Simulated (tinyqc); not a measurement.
Inside a calculation. Method: MP2 on RHF in the sto-6g basis, frozen core, for H2F+, spin multiplicity 1. One step of it, computed by the program tinyqc.

Problem. Second-order Moller-Plesset energy. E2 = sum_ijab (ia|jb) [2 (ia|jb) - (ib|ja)] / (e_i + e_j - e_a - e_b) over occupied i, j and virtual a, b; the opposite-spin part is (ia|jb)^2 / denominator, the rest is same-spin, and SCS-MP2 scales them by 6/5 and 1/3.

orbital energies (hartree): MO1 -26.900283, MO2 -2.004109, MO3 -1.141389, MO4 -1.021270, MO5 -1.005667, MO6 -0.082711, MO7 0.103178

Two-electron integrals over orbitals (pq|rs), unique and non-zero (hartree); the lowest 1 orbital is frozen and left out:
```
(22|22) 0.861908    (32|32) 0.154079    (33|22) 0.746828    (33|33) 0.717295
(42|22) -0.003937   (42|33) -0.005500   (42|42) 0.166065    (43|32) 0.008422
(43|43) 0.046457    (44|22) 0.830038    (44|33) 0.707134    (44|42) -0.082563
(44|44) 0.900879    (52|52) 0.183965    (53|53) 0.037203    (54|52) -0.028888
(54|54) 0.053089    (55|22) 0.885615    (55|33) 0.735291    (55|42) -0.045924
(55|44) 0.842050    (55|55) 0.998085    (62|22) -0.139231   (62|33) -0.083397
(62|42) -0.041636   (62|44) -0.107690   (62|55) -0.146175   (62|62) 0.069322
(63|32) 0.029880    (63|43) 0.019054    (63|63) 0.075425    (64|22) -0.137695
(64|33) -0.077968   (64|42) -0.002535   (64|44) -0.144161   (64|55) -0.139850
(64|62) 0.058247    (64|64) 0.067580    (65|52) -0.051761   (65|54) -0.008270
(65|65) 0.023893    (66|22) 0.544272    (66|33) 0.536546    (66|42) 0.062160
(66|44) 0.518111    (66|55) 0.523653    (66|62) -0.041879   (66|64) -0.021409
(66|66) 0.529890    (72|32) 0.070501    (72|43) -0.018618   (72|63) -0.024555
(72|72) 0.058363    (73|22) 0.220537    (73|33) 0.164718    (73|42) -0.049874
(73|44) 0.211145    (73|55) 0.238085    (73|62) -0.071009   (73|64) -0.081202
(73|66) 0.013597    (73|73) 0.163140    (74|32) -0.048660   (74|43) 0.009991
(74|63) -0.041877   (74|72) -0.011208   (74|74) 0.043906    (75|53) 0.025901
(75|75) 0.020495    (76|32) -0.094575   (76|43) -0.046988   (76|63) -0.094053
(76|72) 0.001383    (76|74) 0.056618    (76|76) 0.169360    (77|22) 0.608620
(77|33) 0.606126    (77|42) 0.004002    (77|44) 0.588489    (77|55) 0.597973
(77|62) -0.044950   (77|64) -0.031097   (77|66) 0.526728    (77|73) 0.076722
(77|77) 0.570288
```

Hartree-Fock energy = -99.76693589 hartree

Give: Terms; Pair energies; MP2 correlation energy; SCS-MP2 correlation energy; MP2 total energy.

Solution.

Terms:
```
i  j  a  b  (ia|jb)  (ib|ja)  denominator       term
3  3  7  7   0.1631   0.1631      -2.4891    -0.0107
4  3  6  7  -0.0812  -0.0419      -2.1831    -0.0045
3  4  7  6  -0.0812  -0.0419      -2.1831    -0.0045
3  3  6  6   0.0754   0.0754      -2.1174    -0.0027
2  3  6  7  -0.0710  -0.0246      -3.1660    -0.0026
3  2  7  6  -0.0710  -0.0246      -3.1660    -0.0026
4  4  6  6   0.0676   0.0676      -1.8771    -0.0024
2  2  6  6   0.0693   0.0693      -3.8428    -0.0013
2  4  6  6   0.0582   0.0582      -2.8600    -0.0012
4  2  6  6   0.0582   0.0582      -2.8600    -0.0012
4  4  7  7   0.0439   0.0439      -2.2489    -0.0009
2  2  7  7   0.0584   0.0584      -4.2146    -0.0008
5  5  6  6   0.0239   0.0239      -1.8459  -3.09e-04
5  5  7  7   0.0205   0.0205      -2.2177  -1.89e-04
2  3  7  6  -0.0246  -0.0710      -3.1660   1.70e-04
3  2  6  7  -0.0246  -0.0710      -3.1660   1.70e-04
3  4  6  7  -0.0419  -0.0812      -2.1831  -4.90e-05
4  3  7  6  -0.0419  -0.0812      -2.1831  -4.90e-05
2  4  7  7  -0.0112  -0.0112      -3.2317  -3.89e-05
4  2  7  7  -0.0112  -0.0112      -3.2317  -3.89e-05
```

Pair energies (hartree; pair i-j sums ij and ji):
```
pair  opposite spin  same spin
2-2         -0.0021     0.0000
3-2         -0.0036    -0.0014
3-3         -0.0134     0.0000
4-2         -0.0025     0.0000
4-3         -0.0076    -0.0014
4-4         -0.0033     0.0000
5-5       -4.99e-04     0.0000
```

MP2 correlation energy = -0.035670 hartree

SCS-MP2 correlation energy = -0.040395 hartree

MP2 total energy = -99.802606 hartree
